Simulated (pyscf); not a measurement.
PySCF, gas phase, ωB97X-D3(BJ)/def2-SVP geometries.

SMILES: [Sn]([OH])([OH])([Cl])[OH]
```xyz
8

O     -1.8521    -0.5049    -1.6379
Sn    -0.7331     0.9738    -1.0256
O      0.3940     0.3743     0.4528
O     -1.8762     2.4377    -0.4205
Cl     0.6164     1.7035    -2.7744
H     -2.4337    -0.2526    -2.3668
H      1.0607    -0.2666     0.1738
H     -1.3702     3.1953    -0.0994
```
Charge 0, spin multiplicity 1.

### Question
How much does it cost (ΔH, 298 K, ωB97M-D3(BJ)/def2-TZVP) to split HO–Sn(OH)(OH)–Cl (SMILES [OH][Sn]([OH])([OH])[Cl]) at its Cl–Sn bond into HO–Sn•(OH)–OH + Cl•?

### Answer
Cl–Sn to HO–Sn•(OH)–OH + Cl•: 3.75 eV. The 7 functionals that were run give +3.54 (B3LYP-D3(BJ)) to +3.99 eV (ωB97X-D3(BJ)). Other isomers of HO–Sn•(OH)–OH were not searched in full and may lie lower. Left out: the spin-orbit lowering of Cl. Elements past Kr carry the def2 core potentials, without spin-orbit coupling.
